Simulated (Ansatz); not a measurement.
# BH₂+ (triplet): wave-function methods side by side at distance B1–H2 = 1.789 Å, cc-pVTZ

Aim: climb from Hartree-Fock through coupled cluster and multireference methods for BH₂+ (triplet) at one geometry and basis, and see what each rung misses.

Method: cc-pVTZ, core rule «outside noble gas», up to 1 orbitals frozen; program: Ansatz 0.2.0, Gaussian basis.

Plan: UHF; CCSD(T) on ROHF; CCSD(T) on UHF; BCCD(T) on ROHF; CISD; CCSDT(Q) on ROHF; CCSDT(Q) on UHF; CASSCF and MRCISD+Q, 4 electrons in 4 orbitals; CASSCF and NEVPT2, 4 electrons in 4 orbitals; CASSCF and MRCISD+Q, 4 electrons in 6 orbitals; CASSCF and NEVPT2, 4 electrons in 6 orbitals; Full CI.

12 further runs of the same task are left out: 9 that didn't finish, 3 set aside as unsound or not needed.

## (1) What is computed

The geometry derives from a PBE0/def2-TZVP stationary point (not a proven minimum). One bond is set to the value named and the two fragments are kept rigid.

3 atoms, charge 1, spin multiplicity 3.

Atoms are counted from 1 here; the program's logs count them from 0.

Bond lengths: B1–H3 1.291 Å.

## (2) UHF

The input, in.yaml:

```yaml
crystal:
  periodic: [false, false, false]
  atoms:
    - {symbol: B, position_ang: [0.000000, -0.021546, -0.202054]}
    - {symbol: H, position_ang: [0.000000, 0.963196, 1.291534]}
    - {symbol: H, position_ang: [0.000000, -0.732102, 0.875668]}
basis:
  gaussian: {orbitals: cc-pVTZ}
total_charge: 1
magnetization: {spin_polarized: true, initial_magnetization: 2}
hamiltonian: {xc: hf}
output: {orbitals: {seedname: orbitals}}
```

The run is started by

```bash
ansatz run in.yaml --threads 1 --pin off --events-out ev --progress --plain --max-ram 2393MiB
```

The runs that follow: CCSD(T) on ROHF; CCSD(T) on UHF; BCCD(T) on ROHF; CISD; CCSDT(Q) on ROHF; CCSDT(Q) on UHF; CASSCF and MRCISD+Q, 4 electrons in 4 orbitals; CASSCF and NEVPT2, 4 electrons in 4 orbitals; CASSCF and MRCISD+Q, 4 electrons in 6 orbitals; CASSCF and NEVPT2, 4 electrons in 6 orbitals; Full CI.

**Question.** What will the summary of the whole plan be? Wanted: FCI below the RHF energy; RMP2 from FCI; UMP2 from FCI; RCCSD from FCI; RCCSD(T) from FCI; UCCSD(T) from FCI; RCCSDT(Q) from FCI; UCCSDT(Q) from FCI; NEVPT2 valence from FCI.

**Answer**, as computed:

| quantity | value |
| --- | --- |
| FCI below the RHF energy | -1.9502 eV |
| RMP2 from FCI | +53.2 kJ/mol |
| UMP2 from FCI | +50.6 kJ/mol |
| RCCSD from FCI | +5.9 kJ/mol |
| RCCSD(T) from FCI | +1.5 kJ/mol |
| UCCSD(T) from FCI | +1.5 kJ/mol |
| RCCSDT(Q) from FCI | 0.0 kJ/mol |
| UCCSDT(Q) from FCI | 0.0 kJ/mol |
| NEVPT2 valence from FCI | +24.3 kJ/mol |
| MRCISD+Q valence from FCI | +3.3 kJ/mol |
| levels within 1 kcal/mol (43 meV) | RCCSD(T), UCCSD(T), BCCD(T), RCCSDT, UCCSDT, RCCSDT(Q), UCCSDT(Q), MRCISD+Q valence |
| T1 diagnostic | 0.046 |
| effectively unpaired electrons | 2.02 |

What this shows: RCCSD(T) lands +1.5 kJ/mol from the yardstick (0.8 % of the correlation energy). The occupations are near whole numbers, but T1 = 0.046 shows that the orbitals relax strongly. Of the multireference levels listed MRCISD+Q valence comes nearest in total energy (+3.3 kJ/mol), which doesn't show that its space is the better one. These misses are within one basis, not against nature; the frozen cores of restricted and unrestricted runs differ, which can shift their rows.
